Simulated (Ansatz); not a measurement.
We consider GePb2(SeO3)4 (P2₁/c, No. 14; cell taken from a computed entry), described by PBEsol (PAW; Ansatz, a quantum-chemistry and plane-wave program).

Numerical settings: plane-wave cutoff 520 eV, 4×6×4 k mesh (along the axes of the cell as run), Fermi–Dirac smearing 0.01 eV, scalar-relativistic PAW data made under PBE.

Cell (relaxed with PBEsol):

```xyz
38
Lattice="8.9837 0.0000 0.0002 0.0000 6.6104 0.0000 -1.0483 0.0000 9.2585" Properties=species:S:1:pos:R:3 pbc="T T T"
Ge    -0.5241     0.0000     4.6293
Ge     0.0000     3.3052     0.0000
Pb     4.4080     1.5543     3.7322
Pb     3.5274     5.0561     5.5265
Pb     4.0515     4.8595     0.8973
Pb     3.8839     1.7509     8.3614
Se     7.3225     1.2417     1.9125
Se     0.6129     5.3687     7.3462
Se     1.1370     4.5469     2.7169
Se     6.7984     2.0635     6.5418
Se     1.9967     1.2449     1.2289
Se     5.9387     5.3655     8.0299
Se     6.4629     4.5501     3.4006
Se     1.4725     2.0603     5.8581
O      8.5309     2.5213     1.6569
O     -0.5955     4.0891     7.6018
O     -0.0714     5.8265     2.9726
O      8.0068     0.7839     6.2861
O      7.3949     1.2969     3.6634
O      0.5405     5.3135     5.5953
O      1.0647     4.6021     0.9661
O      6.8707     2.0083     8.2926
O      5.8726     2.0816     1.7206
O      2.0628     4.5288     7.5381
O      2.5869     5.3868     2.9089
O      5.3485     1.2236     6.3498
O      2.8591     2.4317     2.0992
O      5.0763     4.1787     7.1595
O      5.6004     5.7369     2.5303
O      2.3350     0.8735     6.7285
O      3.3032     0.4178     0.4620
O      4.6322     6.1926     8.7968
O      5.1563     3.7230     4.1675
O      2.7791     2.8874     5.0912
O      0.4814     2.1861     9.0888
O      7.4540     4.4243     0.1700
O      6.9298     5.4913     4.7992
O      1.0056     1.1191     4.4595
```

Question: Estimate the band gap and smallest direct gap on the k points sampled that the calculation returns.

Answer: 
- band gap: 3.23 eV
- smallest direct gap on the k points sampled: 3.33 eV

Spin–orbit coupling is not included; with these elements it can move the gap by several tenths of an eV or more.

The computed numbers hold no vibrational or temperature effects.

Cost on a shared machine: roughly 14 core-minutes.
